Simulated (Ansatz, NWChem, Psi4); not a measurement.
**Worked example: CH3LiO → CH3 + LiO**

Species: CH3LiO `[Li][O]C`, singlet; CH3 `[CH3]`, doublet; LiO (lithium monoxide), doublet. 

Shapes, held fixed at every level: PBE0-D4/def2-TZVP. Programs: Ansatz 0.2.0, NWChem 7.3.0, Psi4 1.11. A level may come from different programs for different species; with the same settings they agree closely. The zero-point and thermal change to 298 K, harmonic and unscaled (PBE0-D4/def2-TZVP), is -19.1 kJ/mol.

At CCSD(T)/def2-TZVPP; 1 Eh = 2625.50 kJ/mol:

```
species  energy (Eh)
 CH3LiO  -122.486891
    CH3   -39.761719
    LiO   -82.567670
```

Problem. Work out ΔH(298 K) of the reaction at this level.

Solution. 
1. Products less reactants: (-39.761719) + (-82.567670) − [(-122.486891)] = 0.157502 Eh = +413.5 kJ/mol.
2. With the thermal change: +413.5 + (-19.1) = +394.4 kJ/mol.

Other levels give +369.4 (r2SCAN0-D4/def2-TZVPP) to +436.2 kJ/mol (MP2/def2-SVP). No measured value is set beside it here. Open shells run unrestricted. Outer-core shells of Li are correlated in most correlated rows, in sets that cover them unevenly. The median of the other levels is +409.1 kJ/mol.
